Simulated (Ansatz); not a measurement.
# AlNa− (doublet): wave-function methods side by side, aug-cc-pVDZ

The task here is to estimate one member of a computed series from the others.

Computed with Ansatz 0.2.0, Gaussian basis. Level: aug-cc-pVDZ, core rule «outside noble gas», up to 10 orbitals frozen.

To be run: UHF; CCSD(T) on ROHF; CCSD(T) on UHF; BCCD(T) on ROHF; CISD; CCSDT(Q) on ROHF; CCSDT(Q) on UHF; Full CI.

26 further runs of the same task are left out: 10 for a known fault of the program, 7 that didn't finish, 9 set aside as unsound or not needed.

**The geometry**

The geometry is a PBE0/def2-TZVPD stationary point (not a proven minimum).

2 atoms, charge -1, spin multiplicity 2.

Atoms are counted from 1 here; the program's logs count them from 0.

No contacts short enough for the rule that draws bonds.

Set-up of the first run:

in.yaml reads:

```yaml
crystal:
  periodic: [false, false, false]
  atoms:
    - {symbol: Al, position_ang: [0.000000, 0.000000, 0.000000]}
    - {symbol: Na, position_ang: [0.000000, 0.000000, 3.173300]}
basis:
  gaussian: {orbitals: aug-cc-pVDZ}
total_charge: -1
magnetization: {spin_polarized: true, initial_magnetization: 1}
hamiltonian: {xc: hf}
output: {orbitals: {seedname: orbitals}}
```

Run with:

```console
$ ansatz run in.yaml --threads 1 --pin off --events-out ev --progress --plain --max-ram 2393MiB
```

Steps of the session up to this table: UHF; CCSD(T) on ROHF; CCSD(T) on UHF; BCCD(T) on ROHF; CISD; CCSDT(Q) on ROHF; CCSDT(Q) on UHF; Full CI.

One of the session's tables, all rows but one given; the rest of the session is left out.

| method | from FCI (meV) |
| --- | --- |
| ROHF | +2689.7 |
| UHF | +2019.2 |
| RMP2 | ? |
| UMP2 | +772.2 |
| CISD | +374.3 |
| RCCSD | +211.6 |
| UCCSD | +182.6 |
| RCCSD(T) | +61.5 |
| UCCSD(T) | +92.4 |
| BCCD(T) | +77.5 |
| RCCSDT | +15.3 |
| UCCSDT | +15.4 |
| RCCSDT(Q) | +2.6 |
| UCCSDT(Q) | +2.1 |
| FCI | 0 |

**Question.** Estimate the row for RMP2.

**Answer.** from FCI (meV): +875.2. In the column «from FCI (meV)» it lies between UMP2 (+772.2) and UHF (+2019.2).

Caveats from the session: The determinant is far from a pure spin state, so its energy mixes those of several spin states (harmless only where they are near-degenerate, as at dissociation). Levels on UHF freeze UHF's core orbitals, full CI those of ROHF, so the U rows can settle a little off it for that reason alone. Restricted and unrestricted rows rest on different reference determinants; where their highest levels disagree by more than a few hundredths of an eV, they describe different states and don't form one ladder.
